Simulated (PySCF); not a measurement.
## Reading a saddle point

A first-order saddle point of CH9NSi, closed shell, PBE0-D4/def2-TZVP, with one imaginary mode of 1157i cm⁻¹:

```xyz
12
angstrom
Si -0.9881 0.0295 -0.4601
C 0.7409 -1.0780 0.6791
H -1.9450 0.9302 -1.2223
H -1.7811 -0.2327 0.7643
H -0.7532 -1.0262 -1.4755
H 0.8000 0.4362 0.2756
N 0.3296 1.3524 -0.2709
H 1.1021 -0.8607 1.6945
H 1.5946 -1.4396 0.0912
H 0.0589 -1.9256 0.7849
H 0.7759 1.6464 -1.1328
H 0.0654 2.1679 0.2719
```

Computed with PySCF 2.14 with density fitting (its default auxiliary sets; JK sets also for MP2 and CCSD(T)) (basis: def2-TZVPP and def2-QZVPP); correlated methods freeze the cores. Extrapolation: Hartree–Fock as exp(−7.88 √X), correlation as X^−2.97.

Problem. Which contacts change along the imaginary mode, and what lies on either side? (Judge from chemistry; the calculation decides.)

Solution. Computed: The step is CH₆Si ([CH3][SiH3]) + NH₃ → SiNH₅ ([NH2][SiH3]) + CH₄, with the molecules in contact on both sides. Shortening one way: Si1–N7, C2–H6; lengthening the same way: Si1–C2, H6–N7.
```
  pair  one side (Å)  saddle (Å)  other side (Å)
Si1–N7          3.40        1.88            1.72
 C2–H6          4.16        1.57            1.09
Si1–C2          1.87        2.35            3.98
 H6–N7          1.01        1.17            2.80
```

Problem. Which side is lower, and how far does the saddle lie above each? (An estimate is asked for; the value comes from the calculation.)

Solution. Computed: The side with Si1–N7, C2–H6 short is lower by 41.9 kJ/mol; the saddle lies 270.0 kJ/mol above it and 228.1 kJ/mol above the other (CCSD(T) at an estimated basis limit (MP2 extrapolated from triple and quadruple zeta, plus CCSD(T) − MP2 in triple zeta); electronic energies).

The T1 diagnostic stays at or below 0.011.

Labels in which every atom is bracketed show which atoms are joined, not bond orders.

For scale, one of the runs: CCSD(T)/def2-TZVPP, 230 basis functions, launched by `OMP_NUM_THREADS=4 python run.py`. Time: 11 min of wall clock on 4 CPU threads of an Arm Neoverse V2; the host was shared. Peak host memory: 3.5 GiB.
